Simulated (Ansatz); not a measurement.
Tetradymite Bi2Te3, elastic constant C44

Reference value: 27.4 GPa (measured, temperature not stated, not corrected to a static lattice; as tabulated in Oses et al. (2018), arXiv:1811.08464).

Problem. Put these levels in order of the elastic constant C44 that they give for tetradymite Bi2Te3, smallest first: LDA (Ansatz, an electronic-structure program), PBE (Ansatz), PBE-D3(BJ) (Ansatz).

Solution. PBE (9.28 GPa), PBE-D3(BJ) (34.5 GPa), LDA (37.1 GPa)

Unless a cell is named, each level is at its own relaxed cell (LDA 32.68, PBE 36.63, PBE-D3(BJ) 33.66 Å³/atom).

Differences against the reference: LDA +35 %, PBE -66 %, PBE-D3(BJ) +26 %.

The reference isn't brought to a static lattice, while the calculations are for one, so the differences are not the levels' errors alone. A static lattice is as a rule stiffer than a warm one, by over a tenth in soft solids.  Density-functional levels without +SOC have no spin–orbit coupling. LDA: LDA has no dispersion term either, though it tends to give short spacings of layers, chains or molecules. PBE: the cell comes from a level without a dispersion term, which matters for the spacing of layers, chains or molecules. PBE-D3(BJ): the dispersion coefficients are held fixed in the derivatives. Each level is taken at its own relaxed cell. Ansatz's density-functional and Hartree–Fock values are scalar-relativistic unless marked +SOC, with PAW data made under PBE.

Differences are worked out from the printed values.
